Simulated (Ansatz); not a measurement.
Two shapes of singlet C₃H₄.

Shape 1:

```xyz
7

C     0.0041   -0.0461   -0.8360
C     0.0048    0.6182    0.5376
C    -0.0233   -0.6352    0.5402
H     0.9177   -0.0452   -1.4851
H    -0.9363    0.0011   -1.5106
H    -0.0119    1.5460    1.0202
H     0.0123   -1.5700    0.9971
```

Shape 2:

```xyz
7

C     0.0000    0.0000   -0.7866
C     0.0000    0.5965    0.4581
C     0.0000   -0.5965    0.4581
H     0.8452    0.0000   -1.3467
H    -0.8452    0.0000   -1.3467
H     0.0000    1.4625    0.9581
H     0.0000   -1.4625    0.9581
```

Basis set: cc-pVTZ (spherical functions). Correlated methods keep 3 orbitals frozen. Charge 0, multiplicity 1.

Computed with Ansatz (development build ahead of 0.2.0); each method stands on the lowest determinant of its kind that the runs found.

Problem. Which shape is lower in energy, and by how much in each method?

Solution.

```
 method  E(2) − E(1) (eV)
    RHF             0.885
RHF-MP2             1.108
```

Shape 1 is lower. Caution: no unrestricted run beside it, a lower state can exist.
